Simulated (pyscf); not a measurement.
Single points on ωB97X-D3(BJ)/def2-SVP structures (PySCF, gas phase).

### Question
Estimate by transition-state theory the rate constant of [HN=Si–Cl]• + hydrogen (H₂) → HN=SiH–Cl + H atom (H•) (doublet surface; H–H broken, H–Si formed) at 298 K, with ωB97M-D3(BJ)/def2-TZVP energies (ideal gas, 1 atm, RRHO with modes under 100 cm⁻¹ raised to 100, one conformer, R ln 2 for chiral ones without a mode under 150 cm⁻¹; no tunnelling).

### Answer
The electronic barrier is 27.5 kcal/mol and the thermal terms add +5.5, so ΔG‡ = 33.0 kcal/mol. With k_BT/h = 6.21e+12 s⁻¹ and RT = 0.592 kcal/mol, and a volume of 4.06e-20 cm³ per molecule at 1 atm, k = 1.7e-31 cm³ molecule⁻¹ s⁻¹. Wigner's tunnelling factor for 869i cm⁻¹ would be 1.73, likely too low at so high a frequency. A shift of 1 kcal/mol in the barrier changes k by a factor 5.4. HN=SiH–Cl lies 26.4 kcal/mol over its isomer H₂N–Si:–Cl [singlet] (electronic energy, ωB97M-D3(BJ)/def2-TZVP). One saddle was located; it need not be the lowest between these sides. The angle at the transferred H is 173°.
